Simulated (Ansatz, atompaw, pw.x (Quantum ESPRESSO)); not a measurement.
silicon: one change to the PAW (atompaw) potential, in the atom and in the diamond crystal

atompaw 4.2.0.5 input, output lines left out:

```
Si 14
LDA-PW scalarrelativistic loggrid 1500 logderivrange -3 5 201
3 3 0 0 0 0
3 1 2
0 0 0
c
c
v
c
v
2
1.85 1.50 1.65 1.60
y
-0.4
n
y
0.5
n
y
0.5
n
custom rrkj gramschmidtortho sinc
bessel
1.75
1.85
1.80
1.80
1.85
```

Change: augmentation sinc compensation charge, radius 1.50 bohr; PAW radius 1.85 bohr; waves and projectors: custom polynom2 7 10 vanderbiltortho.

Cutoffs, loose and tight: the cutoffs (Ry, on a coarse ladder) from which the occupation-weighted sum of valence levels, in a spherical-Bessel basis at the reference potential, stays within 10 and 1 mRy of its value at 400 Ry. They see the waves, projectors and local potential, not the compensation charge or the core.

Crystal test: diamond Si in pw.x 7.5, no spin, 9³ k-points, Fermi–Dirac smearing 0.01 Ry, cutoffs set for each file from its atomic test. The reference is all-electron LAPW (Ansatz 0.2.0) with the same functional, mesh and smearing; V0 and B0 come from Birch–Murnaghan fits to the pressures at five volumes. Errors are pseudo minus all-electron; Δ is the rms difference of the E(V) curves that follow from these fits, minima aligned, over ±6 % about the mean V0. Mesh and smearing are coarse, so the numbers serve the comparison and aren't converged zero-temperature values; the lattice is a test structure that the element need not adopt.

All-electron: a0 = 5.400 Å (V0 = 19.69 Å³/atom), B0 = 96.2 GPa.

Problem. Does the change bring the crystal closer to the all-electron result?

Solution. The mean pressure error goes from +0.24 to +0.38 GPa, so the change moves the solid further from the all-electron pressures.

```
                 quantity       base    changed
           outcome (atom)  generated  generated
     cutoff, loose (atom)       8 Ry      12 Ry
     cutoff, tight (atom)      15 Ry      18 Ry
      bound ghosts (atom)       none       none
     cutoffs in pw.x (Ry)     40/400     40/400
                   a0 (Å)      5.405      5.407
             a0 error (%)      +0.08      +0.13
             B0 error (%)       +0.3       +0.2
             Δ (meV/atom)        1.0        1.6
mean pressure error (GPa)      +0.24      +0.38
```

 The atomic cutoffs weigh occupied waves only.
